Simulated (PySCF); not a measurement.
**Name the molecule from its bond curve**

A diatomic of charge 0 contains Li (the partner may be the same element). Its singlet curve at PBE0 in a triple-zeta basis (no relativity, PySCF), in eV from the separated fragments:

(R (Å), E (eV)): (2.356, -0.680), (2.466, -0.754), (2.576, -0.798), (2.658, -0.815), (2.740, -0.820), (2.822, -0.816), (2.932, -0.797), (3.069, -0.757), (3.233, -0.692), (3.452, -0.586)

The fit gives ωe = 336 cm⁻¹ and the rotational constant Bₑ = 0.6396 cm⁻¹.

Question: Which atom is the partner?

Answer: The minimum lies at 2.741 Å, so the reduced mass is 16.8576 u Å² cm⁻¹/(Bₑ·Re²) = 3.508 u. With Li at 7.02 u the partner weighs about 7.0 u: Li. The molecule is Li2.

Closed-shell solutions of metal pairs were not tested for spin polarisation, which can lower them a little.
